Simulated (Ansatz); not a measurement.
Saddle point of AlNH3Cl, closed shell (AlNH₃Cl ([NH2][AlH][Cl]) → AlNHCl ([NH][Al][Cl]) + H₂; bonds formed: H2–H4; bonds broken: Al1–H2, N3–H4), PBE0-D4/def2-TZVP structure:

```json
{"atom": "Al1", "x (Å)": "0.0583", "y (Å)": "0.4307", "z (Å)": "0.4893"}
{"atom": "H2", "x (Å)": "1.3439", "y (Å)": "-0.4842", "z (Å)": "-0.5247"}
{"atom": "N3", "x (Å)": "-1.0692", "y (Å)": "-0.3755", "z (Å)": "-0.4450"}
{"atom": "H4", "x (Å)": "0.5802", "y (Å)": "-0.7155", "z (Å)": "-0.8007"}
{"atom": "Cl5", "x (Å)": "1.1569", "y (Å)": "1.5876", "z (Å)": "1.8206"}
{"atom": "H6", "x (Å)": "-2.0702", "y (Å)": "-0.4431", "z (Å)": "-0.5396"}
```

Energies are electronic, without zero-point energy. Barriers and step energies count from the start structure reached by relaxing down the imaginary mode; all methods use the PBE0-D4 structures, on which another method's saddle can fall below an end. Program: Ansatz 0.2.0. Basis: def2-TZVPP, with def2-QZVPP for the basis limit. Cores are frozen in the correlated methods. B3LYP uses VWN-RPA correlation. Extrapolation: Hartree–Fock as exp(−7.88 √X), correlation as X^−2.97.

```json
{"method": "SPW92", "barrier (kJ/mol)": "?", "step energy (kJ/mol)": "287.1"}
{"method": "PBE-D4", "barrier (kJ/mol)": "283.2", "step energy (kJ/mol)": "279.0"}
{"method": "BLYP-D4", "barrier (kJ/mol)": "287.4", "step energy (kJ/mol)": "275.9"}
{"method": "r2SCAN-D4", "barrier (kJ/mol)": "?", "step energy (kJ/mol)": "297.9"}
{"method": "B97M-V", "barrier (kJ/mol)": "322.2", "step energy (kJ/mol)": "317.1"}
{"method": "PBE0-D4", "barrier (kJ/mol)": "313.3", "step energy (kJ/mol)": "308.5"}
{"method": "B3LYP-D4", "barrier (kJ/mol)": "311.8", "step energy (kJ/mol)": "301.4"}
{"method": "r2SCAN0-D4", "barrier (kJ/mol)": "323.3", "step energy (kJ/mol)": "318.1"}
{"method": "BHLYP-D4", "barrier (kJ/mol)": "344.8", "step energy (kJ/mol)": "333.0"}
{"method": "CAM-B3LYP-D4", "barrier (kJ/mol)": "327.2", "step energy (kJ/mol)": "319.3"}
{"method": "wB97X-V", "barrier (kJ/mol)": "331.9", "step energy (kJ/mol)": "322.8"}
{"method": "wB97M-V", "barrier (kJ/mol)": "322.9", "step energy (kJ/mol)": "312.8"}
{"method": "B2PLYP", "barrier (kJ/mol)": "309.6", "step energy (kJ/mol)": "299.2"}
{"method": "PBE-QIDH", "barrier (kJ/mol)": "323.1", "step energy (kJ/mol)": "316.2"}
{"method": "RPA on PBE", "barrier (kJ/mol)": "309.8", "step energy (kJ/mol)": "294.5"}
{"method": "HF", "barrier (kJ/mol)": "390.6", "step energy (kJ/mol)": "370.7"}
{"method": "MP2", "barrier (kJ/mol)": "?", "step energy (kJ/mol)": "294.8"}
{"method": "CCSD", "barrier (kJ/mol)": "331.7", "step energy (kJ/mol)": "318.3"}
{"method": "CCSD(T)", "barrier (kJ/mol)": "315.9", "step energy (kJ/mol)": "303.3"}
```

Q: Fill in the withheld barriers. (An estimate is asked for; the value comes from the calculation.)

A: The calculation gives: r2SCAN-D4 302.3; MP2 306.6; SPW92 277.8 kJ/mol. Each is the energy of the saddle less that of the start structure, by the same method.

For comparison, the barrier by CCSD(T) at an estimated basis limit (MP2 extrapolated from triple and quadruple zeta, plus CCSD(T) − MP2 in triple zeta) is 313.0 kJ/mol.

The T1 diagnostic stays at or below 0.019.

Labels in which every atom is bracketed show which atoms are joined, not bond orders.

For scale, one of the runs: CCSD(T)/def2-TZVPP, 157 basis functions, launched by `ansatz run in.yaml --threads 2 --pin off --events-out ev --progress --plain --max-ram 4352MiB`. Time: 15 s of wall clock on 2 CPU threads; the host was shared. Peak host memory: 1 GiB.
